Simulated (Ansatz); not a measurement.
We consider chalcopyrite CdSnAs₂, described by rVV10 (Ansatz, an electronic-structure program, plane waves, PAW).

Numerical settings: plane-wave cutoff 520 eV, 8×8×8 k mesh, Fermi–Dirac smearing 0.01 eV, scalar-relativistic PAW data made under PBE.

Shape and atoms are relaxed at each volume.

Pressure at four volumes; x = ln(V/29.830 Å³). One pressure is withheld.

```tsv
V (Å³/atom)	x	P (GPa)
28.637	-0.0408	2.13
29.830	0.0000	0.01
30.427	0.0198	-0.88
31.023	0.0392	?
```

Q: Pass a parabola P(x) through the three rows shown, estimate the bulk modulus and its pressure derivative near zero pressure, and predict the withheld pressure.

A: Slopes between the rows: (0.01 − (2.13))/(0.0000 − (-0.0408)) = -51.96 and (-0.88 − (0.01))/(0.0198 − (0.0000)) = -44.95 GPa. Their difference over the span 0.0606 is c = 7.01/0.0606 = 115.7 GPa, so P(x) = 2.13 + (-51.96)(x − (-0.0408)) + 115.7 (x − (-0.0408))(x − (0.0000)). At the middle row B = −dP/dx = −[-51.96 + 115.7 × 0.0408] = 47.2 GPa, and B′ = dB/dP = 2c/B = 4.9. At x = 0.0392 the parabola gives -1.66 GPa; the run gives -1.67 GPa. The Birch–Murnaghan fit to the energies at all volumes has B0 = 47.1 GPa and B′ = 4.7.

Note: the relaxation could not lower the start's symmetry, so the cell can be a saddle point above a distorted one; this level leaves the solid without a gap, although one is measured.

Spin–orbit coupling is not included.
